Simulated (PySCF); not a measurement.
**Structure from NMR data**

Molecular formula: C₅H₁₀O. Simulated spectra:

$^{1}$H NMR (400 MHz, computed): δ 2.23 (m, 4H), 1.03 (m, 6H).

$^{13}$C{$^{1}$H} NMR (computed): δ 213.5 (C), 37.2 (CH2, 2C), 8.7 (CH3, 2C).

[PySCF 2.14: couplings computed with B3LYP/pcJ-1 (without the spin–dipole term); geometry from PBE0-D3(BJ)/def2-SVP; GIAO PBE0/pcSseg-1 shieldings; one conformer; gas phase; no relativistic terms; equivalent nuclei averaged]

Referencing at the same level of theory: $^{1}$H (σ = 31.27 ppm) and $^{13}$C (σ = 184.41 ppm) against TMS.

Choose the structure that fits.
A. CC(C)(C)C=O
B. CCC(=O)CC
C. CCOC1CC1
D. C=C(C)COC

Results:

B. 

The formula gives 1 degree of unsaturation (no ring in the answer). 3 carbon signals for 5 carbons: some carbons are equivalent by symmetry or fast rotation. Carbon types of the structure: 1 × C, 2 × CH2, 2 × CH3, which accounts for all hydrogens. δC 213.5: ketone carbonyl carbon; low-lying n→π* states of the double bond to the heteroatom give a large paramagnetic term (-282 ppm). δC 37.2: sp3 CH2 α to a carbonyl; the adjacent C=O deshields it moderately. δC 8.7: methyl carbon; a saturated carbon with 1 carbon neighbour and no heteroatom attached. δH 2.23: hydrogen on an sp3 CH2 α to a carbonyl; α to C=O. δH 1.03: hydrogen on a methyl carbon.

The others: C=C(C)COC would give 5 carbon signals, not 3; CCOC1CC1 would give 4 carbon signals, not 3; CC(C)(C)C=O has carbons computed at 209.4, 42.7, 24.3, with a different DEPT pattern.

Splittings below 1 Hz are ignored in the labels, and close J values are merged. Couplings among chemically equivalent protons are left out too, so labels in AA′BB′ or AA′XX′ sets are apparent multiplicities. Unscaled 3J(H,H) at this level run about 10 % above measured values. Shifts are as computed. Against solution values, carbons near 30 ppm lie about +2 ppm off and those near 130 ppm about +5 ppm. Of 1211 compounds with measured shifts, 218 miss one by over three times the rms of a fit or turn the order of signals round; such compounds aren't used in these exercises.
